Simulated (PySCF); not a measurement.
## How well do the runs reproduce experiment for carbonyl sulfide?

**The experiment to reproduce.**

From NIST CCCBDB Release 22 (SRD 101), experimental polarizabilities, for the gas: mean polarisability 5.09 Å³.

From Zheng, Zhang, Jin, Southworth, Cheng, Phys. Chem. Chem. Phys. 2022, 24, 13587, for the gas: S 1s binding energy of S3 2478.7 eV.

How close the calculation comes is told at the end.

Species: carbonyl sulfide, COS.
SMILES with atom numbers: `[O:1]=[C:2]=[S:3]`

Structure used (GFN2-xTB), in Å, numbered top down from 1:
```
atom  x, y, z in Å
O1    -1.2521    0.3281   -0.0065
C2    -0.1217    0.0956   -0.0044
S3     1.3853   -0.2143   -0.0016
```

The PySCF runs (gas phase, on this GFN2-xTB geometry; non-relativistic but for the core-level run):

| level | job | basis functions | wall time |
| --- | --- | --- | --- |
| PBE0/def2-SVPD | 8 singlets by full TDDFT, 3 Tamm–Dancoff triplets, polarisability | 70 | 1.7 s |
| delta-SCF UKS SCAN, pcX-2 on the ionised atom, pcseg-1 elsewhere, spin-free X2C | ΔSCF core ionisation, 4 holes | 88 | 3.8 s |

Hardware: Arm Neoverse V1, one thread (shared host).

## Comparison

**Mean polarisability.** Measured: 5.09 Å³ (NIST CCCBDB Release 22 (SRD 101), experimental polarizabilities).

| level | computed (Å³) | computed − measured (Å³) | % (from the printed values) |
| --- | --- | --- | --- |
| PBE0/def2-SVPD | 4.91 | -0.18 | -4 |

The computed values are static and purely electronic, with core orbitals frozen in the response (1 au = 0.148185 Å³). The table of measured values doesn't say here whether a value is static or optical, or holds a vibrational part.

**Core binding energies.** Delta-SCF UKS SCAN, pcX-2 on the ionised atom, pcseg-1 elsewhere, spin-free X2C in PySCF.

```
level and atom  computed (eV)  measured (eV)  computed − measured (eV)
      S 1s, S3        2478.71         2478.7                     +0.01
```

Sources, in the order of the opening: Zheng, Zhang, Jin, Southworth, Cheng, Phys. Chem. Chem. Phys. 2022, 24, 13587. The computed values are vertical, without vibrational structure; measured positions hang on the energy calibration. 

No measured geometry was used, and the causes of the misses weren't examined.
